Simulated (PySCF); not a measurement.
# Protonation sites of `F/C=C\F` (C2H2F2)

Parent: `F/C=C\F` (C2H2F2). Numbering: `[F:1]/[CH:2]=[CH:3]\[F:4]`

These are calculated values, ωB97X-D3(BJ)/def2-TZVP in PySCF (grid level 2) at geometries from PBE0-D3(BJ)/def2-SVP. Zero-point and thermal terms (298.15 K, 1 bar) come from unscaled PBE0-D3(BJ)/def2-SVP harmonic frequencies, with soft modes damped to free rotors in the entropy.

```tsv
site	product	PA / kJ/mol	GB / kJ/mol	gas share	above best in cyclohexane / kJ/mol
C2 (alkene carbon)	FCC=[F+]	673	644	> 99.9 %	0.0
F1 (fluorine)	FC=C[FH+]	561	534	< 0.1 %	114.9
```

PA is −ΔH and GB is −ΔG of B + H⁺ → BH⁺ in the gas phase. Shares are Boltzmann weights among the listed products; an error of 10 kJ/mol changes a ratio about 56-fold. Sites whose products fell apart, merged with another or lost in a GFN2-xTB screen aren't listed. Values in solvent are IEF-PCM free energies relative to the most favourable product.

Of the listed sites C2 (alkene carbon) is favoured in the gas phase, 111 kJ/mol ahead of F1 in free energy.

In cyclohexane the product from C2 is solvated 146 kJ/mol more strongly than the parent (electrostatics only).

Differences come from unrounded values, so a last digit can differ from that of the printed terms.
